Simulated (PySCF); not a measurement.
# A workflow on [C3H3]− (SMILES C#C[CH2-])

We compute a transition-state search (wB97X-D3(BJ)/DZVP2), then vibrational wavenumbers, then the energy, then a single-point energy (MP2/def2-mTZVPP), then the energy of [C3H3]−. The job is set up through a Python script.

Program for the calculation: PySCF 2.14.0.

### 1 The system as given

[C3H3]−: 6 atoms, total charge -1, spin state singlet. As SMILES, `C#C[CH2-]`. The run starts from this shape.

Bond lengths: C1–C2 1.255 Å, C2–C3 1.343 Å, C1–H4 1.091 Å, C3–H6 1.091 Å. Angles: C1–C2–C3 164.4°, C2–C1–H4 129.2°, C2–C3–H6 122.4°. A long bond or contact: C3–H5 1.310 Å.

### 2 A saddle-point search at wB97X-D3(BJ)/DZVP2 (sfX2C, density fitting with def2-universal-jkfit) (run 1)

input.xyz

```xyz
6
C3H3
C     -1.120160    -0.982420    -0.458390
C     -0.252910    -0.138410    -0.126320
C      0.818480     0.476380     0.400200
H     -2.013560    -0.849860    -1.070370
H      0.874587    -0.068269    -0.790259
H      0.798330     0.944930     1.385710
```

job.py

```python
# C#C[CH2-]
from pyscf import gto, dft
from pyscf.geomopt.geometric_solver import kernel as optimise

system = gto.M(
    atom='input.xyz',
    max_memory=1860,
    verbose=3,
    charge=-1,
    basis='dzvp2',
)

myscf = dft.RKS(system)
myscf.xc = 'wb97x-d3bj'
myscf = myscf.x2c()
myscf = myscf.density_fit(auxbasis='def2-universal-jkfit')
converged, mol_eq = optimise(myscf, maxsteps=60, transition=True, hessian=True)
print('converged:', converged)
print(mol_eq.tostring())

myscf.reset(mol_eq)
system = mol_eq
myscf.kernel()
e_final = myscf.e_tot
print('E(%s) = %.9f' % ('WB97X-D3(BJ)', e_final))
```

Launch:

```bash
$ OMP_NUM_THREADS=1 python job.py
```

Output:

```text
converged SCF energy = -116.003005863827

WARN: DFTD3 does not support analytical Hessian, using finite difference

WARN: Mole.unit (angstrom) is changed to Bohr

[... 34 lines left out ...]
> Convergence Criteria:
[... 39 lines left out ...]
Note: Free energy does not include contribution from imaginary mode(s)
[... 24 lines left out ...]
converged SCF energy = -116.002347596646
[... 119 lines left out ...]
converged SCF energy = -115.991427077304
[... 119 lines left out ...]
converged SCF energy = -115.991974057834
[... 119 lines left out ...]
converged SCF energy = -115.998295295988
[... 119 lines left out ...]
converged SCF energy = -116.000719008878
[... 119 lines left out ...]
converged SCF energy = -116.004389994968
[... 119 lines left out ...]
converged SCF energy = -116.009470479157
[... 119 lines left out ...]
converged SCF energy = -116.01005234984
[... 110 lines left out ...]
Converged! =D
[... 1 line left out ...]
converged: True
C          -0.90931813       -1.08238561       -0.57206563
C           0.13213911       -0.18826745       -0.19515763
C           0.74629501        0.82887293        0.46750280
H          -1.82910223       -0.46010600       -0.75071782
H           0.67631898       -0.58779025       -1.13025376
H           0.29094183        0.87943364        1.48599222
converged SCF energy = -116.010087188512
E(WB97X-D3(BJ)) = -116.010087189
```

Run time: 7.4 min. Hardware: 1 thread of Intel Xeon at 2.70GHz, shared host; peak memory 0.83 GiB.

Step by step:

| step | energy from the first frame kept (eV) | largest force (eV/Å) |
| --- | --- | --- |
| 0 | 0.0000 | 3.9837 |
| 2 | 0.0666 | 3.5484 |
| 4 | 0.2333 | 2.7899 |
| 6 | 0.3151 | 1.9516 |
| 8 | 0.3409 | 0.9708 |
| 10 | 0.3186 | 0.2042 |
| 12 | 0.2754 | 0.4492 |
| 14 | 0.2060 | 0.5588 |
| 16 | 0.1282 | 0.4687 |
| 18 | 0.0881 | 0.8180 |
| 20 | 0.0753 | 0.2717 |
| 22 | 0.0467 | 0.3160 |
| 24 | 0.0130 | 0.2450 |
| 26 | -0.0377 | 0.3289 |
| 28 | -0.0985 | 0.5118 |
| 30 | -0.1397 | 0.5504 |
| 32 | -0.1775 | 0.4002 |
| 34 | -0.1878 | 0.1910 |
| 36 | -0.1917 | 0.0924 |
| 38 | -0.1926 | 0.0315 |
| 40 | -0.1927 | 0.0099 |

After the run. Bond lengths: C1–C2 1.423 Å, C2–C3 1.360 Å, C1–H4 1.125 Å, C2–H5 1.153 Å, C3–H6 1.117 Å. Angles: C1–C2–C3 158.3°, C1–C2–H5 85.0°, C3–C2–H5 116.2°, C2–C1–H4 107.0°, C2–C3–H6 107.1°.

### 3 Vibrational wavenumbers at wB97X-D3(BJ)/DZVP2 (sfX2C, density fitting with def2-universal-jkfit) (run 2)

geometry.xyz

```xyz
6
C3H3
C     -0.877578    -0.942180    -0.469701
C      0.163879    -0.048061    -0.092793
C      0.778035     0.969079     0.569868
H     -1.797362    -0.319900    -0.648353
H      0.708059    -0.447584    -1.027889
H      0.322682     1.019640     1.588357
```

job.py

```python
import numpy
from pyscf import gto, dft, symm
from pyscf.hessian import thermo

mol = gto.M(
    atom='geometry.xyz',
    max_memory=1860,
    verbose=4,
    charge=-1,
    basis='dzvp2',
    spin=0,
)

mf = dft.RKS(mol)
mf.xc = 'wb97x-d3bj'
mf = mf.sfx2c1e()
mf = mf.density_fit(auxbasis='def2-universal-jkfit')
mf.kernel()

e_tot = mf.e_tot
print('Final energy', e_tot)
hess = mf.Hessian().kernel()
modes = thermo.harmonic_analysis(mol, hess)
print('frequencies (1/cm)', numpy.round(modes['freq_wavenumber'], 1))
symm.geom.TOLERANCE = 1e-3  # for the symmetry number
th = thermo.thermo(mf, modes['freq_au'], 298.15, 101325)
thermo.dump_thermo(mol, th)
```

Launch:

```bash
$ OMP_NUM_THREADS=1 python job.py
```

Output:

```text
PySCF version 2.14.0

[... 90 lines left out ...]
converged SCF energy = -116.01008718835
Final energy -116.01008718834989
[... 3 lines left out ...]
WARN: DFTD3 does not support analytical Hessian, using finite difference
[... 1 line left out ...]
WARN: Mole.unit (angstrom) is changed to Bohr
[... 266 lines left out ...]
Gibbs free energy [Eh] -115.99742
```

Run time: 1.7 min. Hardware: 1 thread of Intel Xeon at 2.70GHz, shared host; peak memory 0.82 GiB.

### 4 The energy at wB97X-D3(BJ)/DZVP2 (sfX2C, density fitting with def2-universal-jkfit) (run 4)

start.xyz

```xyz
6
C3H3
C     -1.120160    -0.982420    -0.458390
C     -0.252910    -0.138410    -0.126320
C      0.818480     0.476380     0.400200
H     -2.013560    -0.849860    -1.070370
H      1.769820     0.549390    -0.130810
H      0.798330     0.944930     1.385710
```

run.py

```python
from pyscf import gto, dft

mol = gto.M(
    atom='start.xyz',
    verbose=4,
    max_memory=1860,
    charge=-1,
    basis='dzvp2',
)

mf = dft.RKS(mol)
mf.xc = 'wb97x-d3bj'
mf = mf.x2c()
mf = mf.density_fit(auxbasis='def2-universal-jkfit')
mf.kernel()

e_final = mf.e_tot
print('E = %.10f Eh' % e_final)
```

Launch:

```bash
$ OMP_NUM_THREADS=1 python run.py
```

Output:

```text
PySCF version 2.14.0

[... 86 lines left out ...]
converged SCF energy = -116.131566138515
E = -116.1315661385 Eh
```

Run time: 6.9 s. Hardware: 1 thread of Intel Xeon at 2.70GHz, shared host; peak memory 0.27 GiB.

### 5 A single-point energy at MP2/def2-mTZVPP (run 5)

mol.xyz

```xyz
6

C     -0.909318    -1.082386    -0.572066
C      0.132139    -0.188267    -0.195158
C      0.746295     0.828873     0.467503
H     -1.829102    -0.460106    -0.750718
H      0.676319    -0.587790    -1.130254
H      0.290942     0.879434     1.485992
```

input.py

```python
from pyscf import gto, scf, mp

mol = gto.M(
    atom='mol.xyz',
    verbose=3,
    charge=-1,
    basis='def2-mtzvpp',
    max_memory=1860,
)

mf = scf.RHF(mol)
mf.kernel()

pt = mp.MP2(mf, frozen=3).run()
e_tot = pt.e_tot
print(f'total energy: {e_tot:.8f} hartree')
```

Launch:

```bash
$ OMP_NUM_THREADS=1 python input.py
```

Output:

```text
converged SCF energy = -115.130010459729
E(RMP2) = -115.53830172533  E_corr = -0.408291265600869
E(SCS-RMP2) = -115.535664151832  E_corr = -0.405653692102325
total energy: -115.53830173 hartree
```

Wall time 2.3 s (1 thread of Intel Xeon at 2.70GHz, shared host); peak memory 0.15 GiB.

### 6 The energy at MP2/def2-mTZVPP (run 6)

start.xyz is that of step 4.

calc.py

```python
from pyscf import gto, scf, mp

system = gto.Mole()
system.atom = 'start.xyz'
system.basis = 'def2-mtzvpp'
system.max_memory = 1860
system.charge = -1
system.spin = 0
system.verbose = 3
system.build()

mf = scf.RHF(system)
mf.kernel()

pt = mp.MP2(mf, frozen=3).run()
etot = pt.e_tot
print(f'total energy: {etot:.8f} hartree')
```

Launch:

```bash
$ OMP_NUM_THREADS=1 python calc.py
```

Output:

```text
converged SCF energy = -115.257532166666
E(RMP2) = -115.678218758161  E_corr = -0.420686591494881
E(SCS-RMP2) = -115.6715493066  E_corr = -0.414017139933879
total energy: -115.67821876 hartree
```

It took 2.5 s on 1 thread of Intel Xeon at 2.70GHz, shared host; peak memory 0.15 GiB.

### 7 Summary of results

| quantity | value |
| --- | --- |
| run 1, wB97X-D3(BJ)/DZVP2: total energy at the end | -116.01009 Eh |
| run 1, wB97X-D3(BJ)/DZVP2: HOMO energy | -2.09 eV |
| run 1, wB97X-D3(BJ)/DZVP2: LUMO energy | 5.56 eV |
| run 1, wB97X-D3(BJ)/DZVP2: HOMO–LUMO gap (to an unbound level, set by the basis) | 7.65 eV |
| run 1, wB97X-D3(BJ)/DZVP2: dispersion energy | -16.70 kJ/mol |
| run 2, wB97X-D3(BJ)/DZVP2: lowest harmonic wavenumber | 919i cm⁻¹ (imaginary) |
| run 2, wB97X-D3(BJ)/DZVP2: highest harmonic wavenumber | 2919 cm⁻¹ |
| run 4, wB97X-D3(BJ)/DZVP2: total energy | -116.13157 Eh |
| run 4, wB97X-D3(BJ)/DZVP2: HOMO energy | -1.16 eV |
| run 4, wB97X-D3(BJ)/DZVP2: LUMO energy | 8.99 eV |
| run 4, wB97X-D3(BJ)/DZVP2: HOMO–LUMO gap (to an unbound level, set by the basis) | 10.16 eV |
| run 4, wB97X-D3(BJ)/DZVP2: dispersion energy | -16.09 kJ/mol |
| run 5, MP2/def2-mTZVPP: total energy | -115.53830 Eh |
| run 5, MP2/def2-mTZVPP: HOMO energy (Hartree–Fock orbitals) | -2.34 eV |
| run 5, MP2/def2-mTZVPP: LUMO energy (Hartree–Fock orbitals) | 7.25 eV |
| run 5, MP2/def2-mTZVPP: HOMO–LUMO gap (to an unbound level, set by the basis) | 9.58 eV |
| run 5, MP2/def2-mTZVPP: correlation energy (3 core orbitals frozen) | -408.3 mEh |
| run 6, MP2/def2-mTZVPP: total energy | -115.67822 Eh |
| run 6, MP2/def2-mTZVPP: HOMO energy (Hartree–Fock orbitals) | -1.25 eV |
| run 6, MP2/def2-mTZVPP: LUMO energy (Hartree–Fock orbitals) | 10.27 eV |
| run 6, MP2/def2-mTZVPP: HOMO–LUMO gap (to an unbound level, set by the basis) | 11.53 eV |
| run 6, MP2/def2-mTZVPP: correlation energy (3 core orbitals frozen) | -420.7 mEh |

Mulliken charges (run 1, wB97X-D3(BJ)/DZVP2) run from -0.53 on C3 to +0.12 on H5; they depend strongly on the basis. 1 mode is imaginary (lowest 919i cm⁻¹): a first-order saddle point, unless the integration grid spoils the Hessian. Mulliken charges (run 2, wB97X-D3(BJ)/DZVP2) run from -0.53 on C3 to +0.12 on H5. Mulliken charges (run 4, wB97X-D3(BJ)/DZVP2) run from -0.73 on C3 to +0.11 on H6; they depend strongly on the basis. Mulliken charges (run 6, MP2/def2-mTZVPP) of the mean-field density run from -0.70 on C3 to +0.07 on H6.
